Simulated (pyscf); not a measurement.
Structures and frequencies: ωB97X-D3(BJ)/def2-SVP in PySCF.

Task: PBE/def2-TZVP puts the barrier of H₂O (SMILES O) + O=Zr(OH)–Cl (SMILES [O]=[Zr]([OH])[Cl]) → HO–Zr(OH)(OH)–Cl (SMILES [OH][Zr]([OH])([OH])[Cl]) (addition across a multiple bond or ene-type step; singlet surface; H–O broken, O–Zr, H–O formed) at -24.2 kcal/mol and the reaction energy at -63.3 kcal/mol, from the separated reactants. What do B3LYP-D3(BJ)/def2-TZVP, PBE0-D3(BJ)/def2-TZVP, ωB97M-D3(BJ)/def2-TZVP give on the same structures?

Result: B3LYP-D3(BJ): ΔE‡ = -23.7 kcal/mol, ΔE = -69.3 kcal/mol; PBE0-D3(BJ): ΔE‡ = -24.8 kcal/mol, ΔE = -68.5 kcal/mol; ωB97M-D3(BJ): ΔE‡ = -22.3 kcal/mol, ΔE = -69.0 kcal/mol. PBE's barrier lies among them. Its reaction energy lies over all of them, by 5.2 to 6.0 kcal/mol. On the reactant side the descent ends in an adduct with a O–Zr contact, 34.6 kcal/mol under the separated species and 10.0 kcal/mol under the saddle at ωB97X-D3(BJ)/def2-TZVP. At PBE, B3LYP-D3(BJ), PBE0-D3(BJ), ωB97M-D3(BJ) the saddle lies under the separated reactants, which points to a path from their complex (located at ωB97X-D3(BJ) alone). What is counted as formed (O–Zr) is already present as a longer contact in the reactant adduct; forming that adduct is a step of its own. At the saddle there is also a short H–Zr contact that neither side keeps. At ωB97X-D3(BJ)/def2-TZVP the barrier from the zero used here is -24.5 kcal/mol. One saddle was located; it need not be the lowest between these sides. Elements past Kr carry the def2 core potentials, without spin-orbit coupling.
